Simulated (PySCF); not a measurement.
## Stretching NO

Set-up: N pcseg-1, O pcseg-1; no relativity (PySCF 2.14). Energies in eV from N + O in their ground configurations at the same level. State: ²Π (doublet), unpaired electrons π ↑.

| R (Å) | PBE | r²SCAN |
| --- | --- | --- |
| 0.988 | -4.818 | -4.091 |
| 1.034 | -6.108 | -5.334 |
| 1.080 | -6.865 | -6.042 |
| 1.115 | -7.169 | -6.310 |
| 1.149 | -7.301 | -6.407 |
| 1.183 | -7.299 | -6.369 |
| 1.229 | -7.138 | -6.163 |
| 1.287 | -6.761 | -5.730 |
| 1.356 | -6.153 | -5.060 |
| 1.448 | -5.219 | -4.073 |

Q: Put a parabola through the three lowest points of the PBE curve and estimate Re, k and ωe (reduced mass 7.466 u; 1 eV/Å² = 0.16022 mdyn/Å; ωe = 1302.8·√(k/μ) cm⁻¹).

A: Through R = 1.115, 1.149, 1.183 Å the second-order coefficient is 58.0 eV/Å², so Re ≈ 1.165 Å, k ≈ 18.6 mdyn/Å and ωe ≈ 2055 cm⁻¹. A polynomial fit of higher order to the unrounded PBE energies gives Re = 1.165 Å, k = 16.0 mdyn/Å, ωe = 1908 cm⁻¹; anharmonicity and rounding make the difference.

The higher-order fit for each curve: PBE: Re = 1.165 Å, ωe = 1908 cm⁻¹, De = 7.31 eV; r²SCAN: Re = 1.155 Å, ωe = 1976 cm⁻¹, De = 6.41 eV.

⟨S²⟩ of the unrestricted solution departs from its pure value on part of the curve, where spin states mix. The state was picked by a PBE0 search and need not be the measured ground state.
